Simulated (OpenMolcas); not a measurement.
**NH3 (ammonia) at 6 levels**

Wanted: a comparison of 6 runs (B3LYP/STO-3G, PBE0/STO-3G, SVWN5/STO-3G, UPBE/STO-3G, r2SCAN/STO-3G, CISD/STO-3G) of NH3 (ammonia). 

The calculation is run with OpenMolcas 26.06.

## (1) The molecule

NH3: 4 atoms, total charge 0, spin state singlet. SMILES: `N`. The N1–H3 distance was set to 2.531 Å, away from the relaxed value. At this shape a bond of the SMILES string is far longer than usual.

Bond lengths: N1–H2 1.013 Å, N1–H4 1.013 Å. Angles: H2–N1–H4 107.7°.

## (2) A single-point energy at B3LYP/STO-3G (run 1)

The input, mol.xyz:

```xyz
4

N      1.167572     1.058026     0.447684
H      1.727662     0.514726     1.093004
H     -0.891960    -0.300620    -0.118350
H      1.703922     1.173446    -0.403466
```

The input, calc.input:

```
&GATEWAY
BasLib=$CurrDir
Coord=mol.xyz
Basis=STO-3G
Group=NoSym
&SEWARD
GridInput
Grid=UltraFine
End of Grid
&SCF
KSDFT=B3LYP
Thresholds=1e-10 1e-07 1e-07 1e-05
PrOrbitals=1 1
```

The basis set STO-3G is read from a file made from the Basis Set Exchange's data (not shown).

On the command line:

```
$ export MOLCAS_MEM=1860
$ pymolcas calc.input > calc.log
```

Output:

```text
--- Start Module: gateway ---
[...]
--- Stop Module: gateway /rc=_RC_ALL_IS_WELL_ ---
--- Start Module: seward ---
[...]
      Basis functions            8
--- Stop Module: seward /rc=_RC_ALL_IS_WELL_ ---
--- Start Module: scf ---
[...]
       Convergence after  16 Iterations
[...]
::    Total KS-DFT energy                             -55.5169083419
[...]
      Total spin, S                                     0.0000000000
[...]
      Total electronic charge=   10.000000
      Total            charge=   -0.000000
[...]
      Dipole Moment (debye):
      Origin of the operator (angstrom)=    1.1106    0.9523    0.4020
                   X=  1.4816E+00               Y= -8.6744E-01               Z= -4.0537E-01           Total=  1.7640E+00
      Quadrupole Moment (debye*angstrom):
[...]
--- Stop Module: scf /rc=_RC_ALL_IS_WELL_ ---
[...]
```

It took 4.5 s on 1 thread of Arm Neoverse V1, shared host; peak memory 0.37 GiB.

## (3) A single-point energy at PBE0/STO-3G (run 2)

mol.xyz is that of step 2.

The input, calc.inp:

```
>>> EXPORT MOLCAS_PRINT=2

&GATEWAY
  BasLib=$CurrDir
  Coord=mol.xyz
  Basis=STO-3G
  Group=NoSym

&SEWARD
  GridInput
  Grid=UltraFine
  End of Grid

&SCF
  KSDFT=PBE0
  Thresholds=1e-10 1e-07 1e-07 1e-05
  PrOrbitals=1 1
```

The basis set STO-3G is read from a file made from the Basis Set Exchange's data (not shown).

On the command line:

```
$ export MOLCAS_MEM=1860
$ pymolcas calc.inp > calc.log
```

Output:

```text
--- Start Module: gateway ---
[...]
--- Stop Module: gateway /rc=_RC_ALL_IS_WELL_ ---
--- Start Module: seward ---
[...]
      Basis functions            8
--- Stop Module: seward /rc=_RC_ALL_IS_WELL_ ---
--- Start Module: scf ---
[...]
       Convergence after  15 Iterations
[...]
::    Total KS-DFT energy                             -55.4435385401
[...]
      Total spin, S                                     0.0000000000
[...]
      Total electronic charge=   10.000000
      Total            charge=   -0.000000
[...]
      Dipole Moment (debye):
      Origin of the operator (angstrom)=    1.1106    0.9523    0.4020
                   X=  1.3988E+00               Y= -9.2650E-01               Z= -4.3009E-01           Total=  1.7321E+00
      Quadrupole Moment (debye*angstrom):
[...]
--- Stop Module: scf /rc=_RC_ALL_IS_WELL_ ---
[...]
```

Run time: 3.9 s. Hardware: 1 thread of Arm Neoverse V1, shared host; peak memory 0.37 GiB.

Runs 3 to 5 aren't shown in full; the table further down has their settings and results.

## (4) The energy at CISD/STO-3G (run 6)

mol.xyz is that of step 3.

The input, calc.inp:

```
>>> EXPORT MOLCAS_PRINT=2
&GATEWAY
BasLib
$CurrDir
Coord
mol.xyz
Basis
STO-3G
Group
NoSym
&SEWARD
&SCF
Thresholds
1e-10 1e-07 1e-07 1e-05
PrOrbitals
1 1
&MOTRA
Frozen
1
&GUGA
Electrons
8
Spin
1
Inactive
4
Active
0
CIAll
1
&CPF
SDCI
```

The basis set STO-3G is read from a file made from the Basis Set Exchange's data (not shown).

On the command line:

```
$ export MOLCAS_MEM=1860
$ pymolcas calc.inp > calc.log
```

Output:

```text
--- Start Module: gateway ---
[...]
--- Stop Module: gateway /rc=_RC_ALL_IS_WELL_ ---
[...]
      Basis functions            8
[...]
       Convergence after  12 Iterations
[...]
::    Total SCF energy                                -55.0773718763
[...]
      Total spin, S                                     0.0000000000
[...]
      *** WARNING: Default frozen orbitals is overwritten by user input.
      *** Default values:   1
[...]
--- Start Module: guga ---
[...]
--- Stop Module: guga /rc=_RC_ALL_IS_WELL_ ---
--- Start Module: cpf ---
[...]
      Active orbitals                            0       0
[...]
      Spin quantum number                      0.0
[...]
     FINAL CI ENERGY           -55.32784065
     FINAL CORRELATION ENERGY   -0.25046878  REFERENCE ENERGY     -55.07737188
[...]
     REL. CI ENERGY            -55.32784065
[...]
      Total electronic charge=   10.000000
      Total            charge=    0.000000
[...]
      Dipole Moment (debye):
      Origin of the operator (angstrom)=    1.1106    0.9523    0.4020
                   X=  1.5880E+00               Y= -7.3666E-01               Z= -3.4948E-01           Total=  1.7851E+00
      Quadrupole Moment (debye*angstrom):
[...]
--- Stop Module: cpf /rc=_RC_ALL_IS_WELL_ ---
[...]
```

Wall time 1.8 s (1 thread of Arm Neoverse V1, shared host); peak memory 0.37 GiB.

## (5) Overview of the runs

```tsv
run	level	scramble	integration grid	energy (Eh)	dipole moment (D) of the reference	HOMO energy (eV)	LUMO energy (eV)	wall time
1	B3LYP/STO-3G	–	UltraFine	-55.516908	1.76	-3.98	-1.69	4.5 s
2	PBE0/STO-3G	–	UltraFine	-55.443539	1.73	-4.04	-1.41	3.9 s
3	SVWN5/STO-3G	–	UltraFine	-55.030907	1.72	-2.59	-1.93	3.9 s
4	UPBE/STO-3G	0.25	UltraFine	-55.511240	1.70	-3.01	-0.53	5.1 s
5	r2SCAN/STO-3G	–	UltraFine	-55.495175	1.74	-3.34	-2.36	5.1 s
6	CISD/STO-3G	–	–	-55.327841	1.79	-5.62	1.93	1.8 s
```

## (6) Outcome

```
                                         quantity         value
                              run 6: total energy  -55.32784 Eh
        run 6: dipole moment (mean-field density)        1.79 D
       run 6: HOMO energy (Hartree–Fock orbitals)      -5.62 eV
       run 6: LUMO energy (Hartree–Fock orbitals)       1.93 eV
     run 6: HOMO–LUMO gap (Hartree–Fock orbitals)       7.55 eV
run 6: correlation energy (1 core orbital frozen)    -250.5 mEh
```

What this shows: Over runs 1, 2, 3, 4, 5 the dipole moment (its size) runs from 1.70 D (UPBE/STO-3G) to 1.76 D (B3LYP/STO-3G). Over runs 1, 2, 3, 4, 5 the HOMO–LUMO gap runs from 0.66 eV (SVWN5/STO-3G) to 2.63 eV (PBE0/STO-3G). Totals of different functionals can't be ranked against each other. In runs 1, 2, 3, 4, 5, 6 the basis is minimal, so the values are rough. In runs 1, 2, 3, 5, 6 a closed-shell determinant meets a far-stretched bond, which it describes badly. Spin contamination of the reference: run 4 ⟨S²⟩ = 0.95. Where it is this large, the reference is a mixture of spin states, and values that rest on it are in doubt. All runs together took 24 s, the longest 5.1 s.
